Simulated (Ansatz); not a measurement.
Results of r²SCAN (Ansatz, a first-principles code, PAW) for wurtzite ZnO.

Total energies, extrapolated to zero smearing (they compare only within this program, potentials and cutoff; free atoms with spin allowed, lowest state found):

| system | energy (eV/atom) |
|---|---|
| wurtzite ZnO, relaxed | -1947.4644 |
| free Zn atom | -3324.1991 |
| free O atom | -563.1440 |

Q: Work out the cohesive energy per atom.

A: E_coh = [1 × (-3324.1991) + 1 × (-563.1440)]/2 − (-1947.4644) = 3.79 eV/atom. The reference value is 3.8 ± 0.03 eV/atom (derived here from tabulated measurements, copied from a table, unchecked, brought to a static lattice with a Debye model, atoms in their spin–orbit ground levels; inputs from the CRC Handbook), a difference of -0.01 eV/atom.

The PAW data were made under PBE.
